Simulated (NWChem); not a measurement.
Correlation energy of hydrogen isocyanide (CHN)

```
N
C 1 1.1842
H 1 1.0125 2 180.00
```
Charge 0, spin multiplicity 1.

All runs are NWChem calculations. The geometry was optimised at PBE/def2-SVP, a minimum by its harmonic frequencies.

Basis set: def2-SVP. Each correlation energy counts from its own Hartree-Fock reference.

The correlated methods keep 2 core orbitals frozen. Coupled-cluster values serve here as a point of comparison, not as the truth.

```json
[
 {"method": "SCS-MP2", "correlation energy (mHa)": "-269.4"},
 {"method": "CR-CCSD[T]", "correlation energy (mHa)": "-298.0"},
 {"method": "CR-CCSD(T)", "correlation energy (mHa)": "-297.2"},
 {"method": "CCSD", "correlation energy (mHa)": "[?]"},
 {"method": "CCSD+T(CCSD)", "correlation energy (mHa)": "[?]"},
 {"method": "MP2", "correlation energy (mHa)": "-274.5"},
 {"method": "CCSDT", "correlation energy (mHa)": "-300.0"},
 {"method": "CCSD(T)", "correlation energy (mHa)": "[?]"}
]
```

Q: Fill in the missing entries.

A: 
- CCSD, correlation energy (mHa): -287.4
- CCSD+T(CCSD), correlation energy (mHa): -300.6
- CCSD(T), correlation energy (mHa): -299.4
